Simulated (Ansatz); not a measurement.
# RuH, sextet: from triple and quadruple zeta to the limit

```xyz
2

Ru    0.0000    0.0000    0.0000
H     0.0000    0.0000    1.7532
```

Ansatz 0.2.0, UHF determinant, valence electrons correlated, core potentials past Kr. Energies in eV.

```
       set  X  functions  Hartree–Fock  MP2 correlation  CCSD(T) correlation                                                   time
def2-TZVPP  3         70    -2575.9763          -4.8561              -5.3955  22 s on 1 thread of Arm Neoverse V1, on a shared host
def2-QZVPP  4        118    -2576.0538          -5.2011              -5.7540      98 s on 1 thread of Arm Neoverse V1 (shared host)
```

Hartree–Fock is taken to follow E(X) = E∞ + A·exp(−7.88·√X), correlation E(X) = E∞ + B·X^−2.97.

Cautions: no spin-orbit coupling; outer-core shells of the metal frozen; lower spins were not checked.

Q: Work out the CCSD(T) energy at the limit, and how far the shortcut misses it that extrapolates MP2 and adds CCSD(T) minus MP2 from the smaller set.

A: Hartree–Fock: E∞ = E4 + 0.1377·(E4 − E3) = -2576.0645. Correlation: E∞ = E4 + 0.7407·(E4 − E3) = -6.0195 for CCSD(T) and -5.4566 for MP2. The limit is -2582.0840 eV, 0.276 eV below def2-QZVPP. The shortcut gives a correlation energy of -5.4566 + (-0.5394) = -5.9960, 23 meV higher than the direct value.

The exponents were fitted on light atoms, and def2 sets of heavy atoms don't grow evenly, so the limit is rough here.
